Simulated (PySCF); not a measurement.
`N#C[C-](F)F`: 4 charge schemes on one density

C2F2N (charge -1).
Numbering: `[N:1]#[C:2][C-:3]([F:4])[F:5]`

Structure used (PBE0-D3(BJ)/def2-SVP), in Å, numbered top down from 1:
```xyz
5
C2F2N angstrom
N      2.0230    0.1279    0.0705
C      0.8505    0.0560    0.0672
C     -0.5578   -0.0102    0.3624
F     -1.2194    1.0159   -0.3290
F     -1.0881   -1.1871   -0.1865
```

Density: PBE0/pcSseg-1 (PySCF); schemes: Mulliken, IAO, Hirshfeld and ESP-fitted. Geometry: PBE0-D3(BJ)/def2-SVP; no solvent, vibrations or thermal averaging. The pcSseg-1 basis has no diffuse functions, a weakness for an anion. The HOMO energy is positive at this level (+0.28 eV), so the outermost electrons may be held by the finite basis alone.

**Question.** Give the atomic charges in each scheme.

**Answer.** In e; atoms taken as equivalent share a row and are averaged (×n: the atom named and its like, n in all):

| atom | environment | Mulliken | IAO | Hirshfeld | ESP-fitted |
| --- | --- | --- | --- | --- | --- |
| N1 | nitrogen bonded to C | -0.416 | -0.421 | -0.378 | -0.695 |
| C2 | carbon bonded to C and N | -0.023 | +0.079 | -0.044 | +0.582 |
| C3 | carbon bonded to C and 2 F | +0.218 | +0.059 | -0.147 | -0.657 |
| F4/F5 | fluorine bonded to C | -0.389 | -0.359 | -0.215 | -0.115 |

Mean size of the charges over all atoms: ESP-fitted 0.433 e, Mulliken 0.287 e, IAO 0.255 e, Hirshfeld 0.200 e. Each set sums to the total charge, -1, to within 0.001 e. The Mulliken scheme gives each basis function's population to the atom it is centred on and halves the overlap population of two atoms between them.

Lowest charge. All schemes agree: Mulliken N1 (-0.416); IAO N1 (-0.421); Hirshfeld N1 (-0.378); ESP-fitted N1 (-0.695).

Highest charge. The schemes don't all agree: Mulliken C3 (+0.218); IAO C2 (+0.079); Hirshfeld C2 (-0.044); ESP-fitted C2 (+0.582).

**Question.** Sum the charges by element, for elements with more than one atom.

**Answer.** 
| element | atoms | Mulliken | IAO | Hirshfeld | ESP-fitted |
| --- | --- | --- | --- | --- | --- |
| C | 2 | +0.195 | +0.139 | -0.191 | -0.076 |
| F | 2 | -0.779 | -0.718 | -0.431 | -0.230 |

**Question.** How many electrons does the IAO scheme count on N1?

**Answer.** Z − q = 7 − (-0.421) = 7.421.
